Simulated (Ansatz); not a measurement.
Mulliken charges of `C=CC(O)Cl` from PBE/def2-TZVPP in Ansatz (PBE0-D4/def2-TZVP geometry).

| atom | x (Å) | y (Å) | z (Å) | charge (e) |
| --- | --- | --- | --- | --- |
| C1 | -1.015 | -0.693 | -0.974 | -0.155 |
| C2 | -0.347 | -0.556 | 0.159 | -0.230 |
| C3 | 0.370 | 0.659 | 0.656 | 0.208 |
| O4 | 1.692 | 0.393 | 0.951 | -0.253 |
| Cl5 | 0.227 | 2.050 | -0.496 | -0.164 |
| H6 | -1.122 | 0.130 | -1.672 | 0.086 |
| H7 | -1.479 | -1.637 | -1.231 | 0.103 |
| H8 | -0.254 | -1.394 | 0.847 | 0.111 |
| H9 | -0.082 | 1.029 | 1.577 | 0.105 |
| H10 | 2.094 | -0.032 | 0.185 | 0.188 |

By hand: the dipole of these point charges (1 e Å = 4.8032 D).

Σ q r = (-0.043, -0.273, 0.115) e Å, of length 0.299 e Å = 1.44 D.

How does the dipole of the full density compare? (Best estimate.)

Ansatz gave: (-0.072, -0.418, -0.040) e Å, 2.05 D; the point charges give 0.70 times that, at 28° from its direction.

Point charges leave out the atoms' own dipoles, such as those of lone pairs, and Mulliken's split depends on the basis, so the two needn't agree.
